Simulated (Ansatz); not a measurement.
`COCCF`, relaxed with RKS PBE0-D4/def2-TZVP in Ansatz 0.2.0 from a PBE-D4/def2-SVP geometry. The force threshold is 0.005 eV/Å; the program also tests the step.

Total charge 0; spin multiplicity 1.

Start:

```xyz
12

C    -0.879   -1.373   -0.975
O    -0.821   -0.203   -0.197
C     0.491    0.171    0.146
C     0.406    1.437    0.987
F     1.682    1.843    1.337
H    -0.446   -2.256   -0.442
H    -0.332   -1.263   -1.944
H    -1.944   -1.582   -1.193
H     1.012   -0.630    0.729
H     1.117    0.370   -0.762
H    -0.190    1.243    1.906
H    -0.097    2.244    0.409
```

Question: How much energy does the relaxation release, and in how many steps? (Estimate.)

Answer: The calculation gave: 5.13 kJ/mol, in 4 steps.

Question: Which bonds change most? (Estimate.)

Answer: Ansatz gave: C4–H12 from 1.113 to 1.093 Å; C4–H11 from 1.113 to 1.093 Å; C1–H6 from 1.118 to 1.099 Å; C1–H7 from 1.118 to 1.099 Å.

Question: Give the relaxed structure. (Best estimate.)

Answer: Computed: 
```xyz
12

C    -0.868   -1.369   -0.971
O    -0.823   -0.204   -0.194
C     0.484    0.167    0.143
C     0.394    1.423    0.976
F     1.669    1.822    1.327
H    -0.432   -2.225   -0.438
H    -0.328   -1.240   -1.919
H    -1.915   -1.580   -1.186
H     0.987   -0.625    0.719
H     1.088    0.360   -0.756
H    -0.177    1.242    1.890
H    -0.079    2.229    0.409
```
